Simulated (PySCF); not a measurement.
CH, SMILES [CH] (connectivity only; charge and spin as stated), charge +1, multiplicity 1.

The structure is a stationary point at PBE0-D3(BJ)/def2-TZVPD.

Two levels are set side by side: PBE/def2-TZVPD (PySCF) and r2SCAN/def2-TZVPD (PySCF). Same geometry, gas phase. Differences are taken from unrounded values.

```csv
quantity,r2SCAN
orbital gap (eV),2.95
highest occupied level (eV),-18.58
lowest empty level (eV),-15.63
mean polarisability (bohr³),7.9
```

Problem. What does PBE give, and how far is it from r2SCAN? (Estimate from the structure and the level; the computed values follow.)

Solution. 
```
quantity                        PBE  PBE minus r2SCAN
---------------------------  ------  ----------------
orbital gap (eV)               2.15             -0.81
highest occupied level (eV)  -18.27              0.31
lowest empty level (eV)      -16.12             -0.49
mean polarisability (bohr³)     7.9               0.0
```

Rough cost on one machine, each run with all the roots and properties that it gave: r2SCAN against PBE about 3 times.
